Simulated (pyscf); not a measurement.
This saddle point was located with ωB97X-D3(BJ)/def2-SVP in PySCF.

```xyz
8

Se     0.8438    -0.8362     0.9465
Si    -1.1899     0.7106     0.5156
H      0.3333    -1.9341     0.1188
H     -2.0261     1.5825    -0.3676
H     -2.0812    -0.4612     0.7413
H     -0.8633     1.5025     1.7255
F      0.1498     1.0853    -0.8485
H      0.8280     0.3530    -0.4130
```

Surface: singlet, charge 0. Lowest wavenumbers (cm⁻¹): 548i, 144, 296, 317, 379.

Q: What reaction is this the transition state of?

A: H₃Si–SeH (SMILES [SiH3][SeH]) + HF (SMILES F) ⇌ H₂Se (SMILES [SeH2]) + F–SiH₃ (SMILES F[SiH3]), a four-centre exchange read from left to right: Se–Si, F–H broken and H–Se, F–Si formed. At CCSD(T)/def2-TZVPP + ΔMP2(QZVPP) it lies +115.6 kJ/mol from the left side and +181.9 kJ/mol from the right (each side as separated species at their lowest minima found). On the reactant side the descent ends in a complex, 23.8 kJ/mol under the separated species and 129.9 kJ/mol under the saddle at ωB97X-D3(BJ)/def2-TZVP. At ωB97X-D3(BJ) the barrier from the zero used here is 106.1 kJ/mol. This is the saddle that the search found; another between the same sides may lie lower. The CCSD(T) − MP2 part came from Ansatz, without density fitting, on the same reference. The frozen core leaves the outer d or s,p core shells of the metals and heavy elements correlated in the MP2 and CC values, and def2-TZVPP describes them poorly, which can shift differences by a few kcal/mol. Elements up to Kr have no core potential and no relativistic terms here.
